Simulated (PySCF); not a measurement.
Compound: fluoromethylsilane, CH5FSi.
Atom-mapped SMILES: `[CH3:1][SiH2:2][F:3]` (hydrogens: H4, H5, H6 on C1; H7, H8 on Si2)

The same species was optimised twice, with GFN2-xTB and with PBE0-D3(BJ)/def2-SVP (PySCF), and the same property calculations (PySCF, gas phase) were run on both structures.

```
coordinate  GFN2-xTB  PBE0-D3(BJ)/def2-SVP  change
C1–Si2 (Å)     1.890                 1.871  -0.019
```

Rotational constants: A = 19329, B = 6676, C = 5449 MHz (GFN2-xTB) against A = 19238, B = 6616, C = 5407 MHz (PBE0-D3(BJ)/def2-SVP). Point groups within 0.08 Å: Cs and Cs. Atoms that the bonding makes alike are paired by their places after alignment. End groups have turned between the structures, so F3, H4, H5, H6, H7, H8 are left out of the comparison.

On the GFN2-xTB structure: HOMO (eV) -9.24 [PBE0/pcSseg-1]; LUMO (eV) 0.58 [PBE0/pcSseg-1]; dipole (D) 1.97 [PBE0/pcSseg-1]; GIAO shielding of C1 (ppm) 187.8 [PBE0/pcSseg-1]; GIAO shielding of Si2 (ppm) 340.1 [PBE0/pcSseg-1]; GIAO shielding of F3 (ppm) 396.6 [PBE0/pcSseg-1].

Question: What do these properties become on the PBE0-D3(BJ)/def2-SVP structure?

Answer: 
| property | level | on GFN2-xTB | on PBE0-D3(BJ)/def2-SVP | change |
| --- | --- | --- | --- | --- |
| HOMO (eV) | PBE0/pcSseg-1 | -9.24 | -9.31 | -0.07 |
| LUMO (eV) | PBE0/pcSseg-1 | 0.58 | 0.55 | -0.03 |
| dipole (D) | PBE0/pcSseg-1 | 1.97 | 1.92 | -0.05 |
| energy, GFN2-xTB geometry as zero (kcal/mol) | PBE0/pcSseg-1 | 0.0 | 0.0 | 0.0 |
| GIAO shielding of C1 (ppm) | PBE0/pcSseg-1 | 187.8 | 187.9 | +0.1 |
| GIAO shielding of Si2 (ppm) | PBE0/pcSseg-1 | 340.1 | 341.4 | +1.3 |
| GIAO shielding of F3 (ppm) | PBE0/pcSseg-1 | 396.6 | 387.9 | -8.7 |

The heavy atoms differ by 0.014 Å rms after alignment. Among the bonds compared C1–Si2 changes most (-0.019 Å). Changes are differences of the printed values. Neither structure is proved a minimum here.
